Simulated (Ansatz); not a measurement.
# How far each method lies from RCCSDT(Q) for CuN₂⁺, singlet

Geometry: displaced at random from a stationary point.

```xyz
3

Cu   -0.0154   -0.0090    1.6704
N    -0.0163   -0.0252   -0.2694
N     0.0317    0.0342   -1.4010
```

Basis def2-SVP; Ansatz 0.2.0. Only valence electrons are correlated (noble-gas cores frozen), which leaves 20 electrons in 48 orbitals. Prefix R: restricted or restricted open-shell reference. Active spaces: frontier = (8e, 8o) about the gap. No spin–orbit coupling is included, and no scalar relativity. The metal's outer-core shells are frozen, which leaves out core–valence correlation.

Full CI isn't at hand for all of this; RCCSDT(Q) serves as the reference, and is uncertain by the last step of the cluster series or more.

The UHF ⟨S²⟩ is 0.013 and the T1 diagnostic (RCCSD) is 0.0199. The largest doubles amplitude (RCCSD) is 0.083.

Task: From what is known of these methods and the diagnostics, rank them by the size of their error in total energy against RCCSDT(Q) in def2-SVP, smallest first (an estimate: the text doesn't fix the numbers).
A. RCCSD
B. CISD
C. RHF
D. CASSCF (frontier space)
E. RCCSD(T)

Result: E (0.11 kcal/mol), A (15.56 kcal/mol), B (54.98 kcal/mol), D (267.16 kcal/mol), C (374.18 kcal/mol).

All errors are against RCCSDT(Q) in def2-SVP. Below it: RCCSD(T). Within each family the higher level lies nearer, as is usual though not guaranteed.
